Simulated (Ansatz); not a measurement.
Zinc-blende BeSe, treated with B3LYP (VWN-RPA form) (Ansatz, a quantum-chemistry and plane-wave program, plane waves, PAW).

Run with plane-wave cutoff 460 eV, 8×8×8 k mesh, Fermi–Dirac smearing 0.01 eV, scalar-relativistic PAW data made under PBE.

The cell is scaled about its equilibrium volume:

```
V (Å³/atom)  P (GPa)  direct gap at Γ (eV)  smallest gap on the k mesh (eV)
-----------  -------  --------------------  -------------------------------
16.675          4.44                 6.122                            4.080
16.948          2.99                 5.988                            4.112
17.552          0.14                 5.706                            4.177
17.991         -1.65                 5.511                            4.219
18.430         -3.23                 5.324                            4.258
```

The fundamental gap (4.18 eV at the equilibrium volume, on the SCF mesh) lies elsewhere than Γ–Γ.

Spin–orbit coupling is not included.
